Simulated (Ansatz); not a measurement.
Reaction (SMILES): [CH2]N (CH2-NH2) → C atom + 4 H atom + N atom
B3LYP-D3(BJ)/def2-TZVP geometries, fixed; electronic energies without zero-point terms.

The atomisation energy at MP2 with Ansatz (a first-principles code), in kcal/mol, split into its Hartree-Fock and correlation parts. Cores are frozen. Open shells are unrestricted. No added dispersion term, no relativity. Functions are those of the species that has most.

| basis | X | functions | Hartree-Fock | MP2 |
|---|---|---|---|---|
| cc-pVDZ | 2 | 48 | 329.16 | 438.06 |
| cc-pVTZ | 3 | 116 | 338.15 | 468.08 |
| cc-pVQZ | 4 | 230 | 339.56 | 477.16 |

Worked estimate of the basis-set limit from each neighbouring pair, with Hartree-Fock from the larger set and the correlation part extrapolated as X^-3.
Correlation parts: X = 2: 108.90, X = 3: 129.93, X = 4: 137.60.
- (2,3): (27·(129.93) - 8·(108.90))/19 = 138.78; with Hartree-Fock 338.15 the estimate is 476.93 kcal/mol.
- (3,4): (64·(137.60) - 27·(129.93))/37 = 143.20; with Hartree-Fock 339.56 the estimate is 482.76 kcal/mol.
The last two estimates differ by 5.82 kcal/mol; the largest set lies 5.60 from the last. Over the last step Hartree-Fock moves by 1.41 and the correlation part by 7.67.
